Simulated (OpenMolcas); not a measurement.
**Exact exchange and the HOMO–LUMO gap of HNO3**

The species is HNO3 (5 atoms), meant as a singlet with charge 0. SMILES: `O=NOO`. The shape is that of a PBE0-D4/def2-TZVP optimisation. This is one conformer, not always the lowest.

The HOMO–LUMO gap y, in eV, basis 6-311+G(d,p); a is the functional's share of exact exchange. Programs: OpenMolcas 26.06.

```
functional     program     a  y (eV)
    revPBE  OpenMolcas     0    3.83
      BLYP  OpenMolcas     0    3.79
     B3LYP  OpenMolcas   0.2       ?
      PBE0  OpenMolcas  0.25    6.43
     BHLYP  OpenMolcas   0.5    9.27
```

**Question.** Fit y = c + s·a to the known rows and predict B3LYP.

**Answer.** 
1. Means of the 4 rows: a = 0.1875, y = 5.830.
2. Σ(Δa)² = 0.17188, Σ(Δa·Δy) = 1.87, so the slope is 1.87/0.17188 = 10.88.
3. Intercept: 5.830 − (10.88) × 0.1875 = 3.790. The largest residual of the fit is 0.080.
4. B3LYP: 3.790 + (10.88) × 0.2 = 5.97 eV.

The run gave 5.88 eV, so the prediction is off by +0.09 eV, about the scatter of the fit. Exact exchange lowers occupied levels and raises empty ones.
